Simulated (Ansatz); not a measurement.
Mulliken charges of C2H5FO2 (`COC(O)F`) from ωB97M-V/def2-TZVPP in Ansatz (PBE0-D4/def2-TZVP geometry).

```json
{"atom": "C1", "x (Å)": "-1.026", "y (Å)": "-0.383", "z (Å)": "-0.776", "charge (e)": "-0.188"}
{"atom": "O2", "x (Å)": "0.319", "y (Å)": "0.049", "z (Å)": "-0.769", "charge (e)": "-0.278"}
{"atom": "C3", "x (Å)": "0.911", "y (Å)": "-0.032", "z (Å)": "0.468", "charge (e)": "0.337"}
{"atom": "O4", "x (Å)": "0.458", "y (Å)": "0.906", "z (Å)": "1.355", "charge (e)": "-0.294"}
{"atom": "F5", "x (Å)": "2.239", "y (Å)": "0.145", "z (Å)": "0.233", "charge (e)": "-0.202"}
{"atom": "H6", "x (Å)": "-1.652", "y (Å)": "0.237", "z (Å)": "-0.128", "charge (e)": "0.124"}
{"atom": "H7", "x (Å)": "-1.105", "y (Å)": "-1.428", "z (Å)": "-0.452", "charge (e)": "0.108"}
{"atom": "H8", "x (Å)": "-1.375", "y (Å)": "-0.302", "z (Å)": "-1.803", "charge (e)": "0.131"}
{"atom": "H9", "x (Å)": "0.765", "y (Å)": "-1.013", "z (Å)": "0.938", "charge (e)": "0.075"}
{"atom": "H10", "x (Å)": "0.550", "y (Å)": "1.771", "z (Å)": "0.936", "charge (e)": "0.187"}
```

By hand: the dipole of these point charges (1 e Å = 4.8032 D).

Σ q r = (-0.520, -0.157, 0.016) e Å, of length 0.543 e Å = 2.61 D.

How does the dipole of the full density compare? (An estimate is asked.)

Ansatz gave: (-0.446, -0.017, -0.054) e Å, 2.16 D; the point charges give 1.21 times that, at 17° from its direction.

Point charges leave out the atoms' own dipoles, such as those of lone pairs, and Mulliken's split depends on the basis, so the two needn't agree.
